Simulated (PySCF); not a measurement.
PySCF input (HF/def2-TZVPD):

```python
from pyscf import gto, scf, dft

mol = gto.M(
    atom='''
    H     0.02052304    0.05589807    2.11750821
    N     0.01077974    0.06690251    1.11378704
    C     0.00317751    1.25279840    0.37969427
    C     0.00382693   -1.08826299    0.34906554
    C    -0.00941279    0.75716324   -0.93856272
    C    -0.00908496   -0.67184965   -0.96432736
    H     0.00842667   -2.07957621    0.78181971
    H    -0.01825489    1.38383848   -1.82374512
    H    -0.01719313   -1.32757185   -1.82731044
    ''',
    basis='def2-tzvpd',
    charge=-1,
    spin=0,
    verbose=4,
)

mf = scf.RHF(mol).density_fit(auxbasis='def2-universal-jkfit')
mf.conv_tol = 1e-9
mf.max_cycle = 100
mf.max_memory = 1500
mf.kernel()
if not mf.converged:
    mf = mf.newton()
    mf.kernel(mf.make_rdm1())
mf.analyze()
```

End of the output:

```
Extra cycle  E= -208.234265145124  delta_E= -3.65e-11  |g|= 3.47e-06  |ddm|= 0.000136
converged SCF energy = -208.234265145124
**** SCF Summaries ****
Total Energy =                        -208.234265145123516
Nuclear Repulsion Energy =             151.129644945352027
One-electron Energy =                 -587.967889350959240
Two-electron Energy =                  228.603979260483669
Two-electron Coulomb Energy =          257.534542251462483
DFT Exchange-Correlation Energy =      -28.930562990978814
HOMO-LUMO gap [eV] =                     7.407003318017479
**** MO energy ****
MO #1   energy= -15.3875594052635  occ= 2
MO #2   energy= -11.050277260079   occ= 2
MO #3   energy= -11.0217647328695  occ= 2
MO #4   energy= -10.9918714623351  occ= 2
MO #5   energy= -10.982624364393   occ= 2
MO #6   energy= -1.06081040233849  occ= 2
MO #7   energy= -0.824961275733706 occ= 2
MO #8   energy= -0.744800196856964 occ= 2
MO #9   energy= -0.578466259671977 occ= 2
MO #10  energy= -0.543261487063234 occ= 2
MO #11  energy= -0.4848189721314   occ= 2
MO #12  energy= -0.378417547828721 occ= 2
MO #13  energy= -0.344595320766486 occ= 2
MO #14  energy= -0.33393870763995  occ= 2
MO #15  energy= -0.320732278011382 occ= 2
MO #16  energy= -0.143404499179046 occ= 2
MO #17  energy= -0.115689607666463 occ= 2
MO #18  energy= -0.0719738788736848 occ= 2
MO #19  energy= 0.2002284746769    occ= 0
MO #20  energy= 0.214475428955677  occ= 0
MO #21  energy= 0.237431489984227  occ= 0
MO #22  energy= 0.252105139904039  occ= 0
MO #23  energy= 0.272349393184483  occ= 0
MO #24  energy= 0.308253846386593  occ= 0
MO #25  energy= 0.336132954332328  occ= 0
MO #26  energy= 0.344119785401521  occ= 0
MO #27  energy= 0.348261151395219  occ= 0
MO #28  energy= 0.355676547545947  occ= 0
MO #29  energy= 0.376139948422416  occ= 0
MO #30  energy= 0.379631182541635  occ= 0
MO #31  energy= 0.3866525434303    occ= 0
MO #32  energy= 0.388020141120613  occ= 0
MO #33  energy= 0.416769341487807  occ= 0
MO #34  energy= 0.426100945266289  occ= 0
MO #35  energy= 0.437082342734525  occ= 0
MO #36  energy= 0.451530586758768  occ= 0
MO #37  energy= 0.470487279499151  occ= 0
MO #38  energy= 0.474054609121286  occ= 0
MO #39  energy= 0.497322502729873  occ= 0
MO #40  energy= 0.498994068064438  occ= 0
MO #41  energy= 0.515646959167812  occ= 0
MO #42  energy= 0.516851307817304  occ= 0
MO #43  energy= 0.525062054212724  occ= 0
MO #44  energy= 0.533918537596882  occ= 0
MO #45  energy= 0.541474894529456  occ= 0
MO #46  energy= 0.544575265310872  occ= 0
MO #47  energy= 0.552244354066731  occ= 0
MO #48  energy= 0.560741584108408  occ= 0
MO #49  energy= 0.579265488435119  occ= 0
MO #50  energy= 0.598195850139246  occ= 0
MO #51  energy= 0.601741101147927  occ= 0
MO #52  energy= 0.606737344874749  occ= 0
MO #53  energy= 0.61823959580914   occ= 0
MO #54  energy= 0.630847478756574  occ= 0
MO #55  energy= 0.636509493099439  occ= 0
MO #56  energy= 0.655069666828011  occ= 0
MO #57  energy= 0.670249524132419  occ= 0
MO #58  energy= 0.67866421364655   occ= 0
MO #59  energy= 0.686411756882373  occ= 0
MO #60  energy= 0.701241158975256  occ= 0
MO #61  energy= 0.715192811879435  occ= 0
MO #62  energy= 0.722365432442217  occ= 0
MO #63  energy= 0.731703711818154  occ= 0
MO #64  energy= 0.734641807117072  occ= 0
MO #65  energy= 0.752106930405737  occ= 0
MO #66  energy= 0.768949666020961  occ= 0
MO #67  energy= 0.781002366434129  occ= 0
MO #68  energy= 0.801175752507008  occ= 0
MO #69  energy= 0.825829050226049  occ= 0
MO #70  energy= 0.836573179677386  occ= 0
MO #71  energy= 0.863645636133832  occ= 0
MO #72  energy= 0.880512175249865  occ= 0
MO #73  energy= 0.896203451732455  occ= 0
MO #74  energy= 0.900958933774674  occ= 0
MO #75  energy= 0.901236548141969  occ= 0
MO #76  energy= 0.943504188942999  occ= 0
MO #77  energy= 0.963466872754698  occ= 0
MO #78  energy= 0.978650797268475  occ= 0
MO #79  energy= 0.990659128700106  occ= 0
MO #80  energy= 1.00252266187588   occ= 0
MO #81  energy= 1.00991638112537   occ= 0
MO #82  energy= 1.0300411958896    occ= 0
MO #83  energy= 1.03825937638766   occ= 0
MO #84  energy= 1.05906821683402   occ= 0
MO #85  energy= 1.07134530039084   occ= 0
MO #86  energy= 1.07167861866213   occ= 0
MO #87  energy= 1.11924954400898   occ= 0
MO #88  energy= 1.13700596377284   occ= 0
MO #89  energy= 1.16337281294374   occ= 0
MO #90  energy= 1.18007399781372   occ= 0
MO #91  energy= 1.20562708237208   occ= 0
MO #92  energy= 1.21426697562166   occ= 0
MO #93  energy= 1.24161392942924   occ= 0
MO #94  energy= 1.26784286610615   occ= 0
MO #95  energy= 1.31092643306479   occ= 0
MO #96  energy= 1.33337344791028   occ= 0
MO #97  energy= 1.33804667487395   occ= 0
MO #98  energy= 1.38990164928614   occ= 0
MO #99  energy= 1.42877198154931   occ= 0
MO #100 energy= 1.45911578160335   occ= 0
MO #101 energy= 1.47508250473492   occ= 0
MO #102 energy= 1.53708682900618   occ= 0
MO #103 energy= 1.56501440872461   occ= 0
MO #104 energy= 1.60126373631235   occ= 0
MO #105 energy= 1.62461706176478   occ= 0
MO #106 energy= 1.6640998729137    occ= 0
MO #107 energy= 1.71727958970656   occ= 0
[...]
```

It need not be the lowest isomer of its formula. Whether it binds its extra electron was not tested at this geometry.
